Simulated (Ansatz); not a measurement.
A made-up structure of CHBS, singlet:

```tsv
atom	x (Å)	y (Å)	z (Å)
B1	-1.5110	1.1496	0.3818
C2	-0.6825	0.0206	-0.0053
S3	0.6964	-0.3780	-0.7056
H4	-0.9206	-0.0751	1.0232
```

It is relaxed with PBE-D4/def2-SVP and then PBE0-D4/def2-TZVP (Ansatz 0.2.0). Atoms count as bonded within 1.22 times the sum of their covalent radii (H–H: 0.88 Å). The end point is not checked to be a true minimum.

**Question.** Does its bonding change? (A judgement: the text doesn't fix the answer.)

**Answer.** By the calculation: Yes. Formed: B1–S3; broken: none.

Where it ends: The first stage lowers the energy by 1.19 eV in 19 steps. It ends as CHBS ([B]1[CH][S]1):
```json
{"atom": "B1", "x (Å)": "-1.2142", "y (Å)": "1.3301", "z (Å)": "-0.2602"}
{"atom": "C2", "x (Å)": "-0.7341", "y (Å)": "0.0238", "z (Å)": "0.4530"}
{"atom": "S3", "x (Å)": "0.3583", "y (Å)": "0.0815", "z (Å)": "-0.7384"}
{"atom": "H4", "x (Å)": "-0.8276", "y (Å)": "-0.7183", "z (Å)": "1.2397"}
```

Labels in which every atom is bracketed show which atoms are joined, not bond orders.

For scale, one of the runs: PBE0-D4/def2-TZVP relaxation, 105 basis functions, launched by `ansatz run in.yaml --threads 2 --pin off --events-out ev --progress --plain --max-ram 4352MiB`. The run took about 12 s on 2 CPU threads of an Arm Neoverse V1 (shared host).
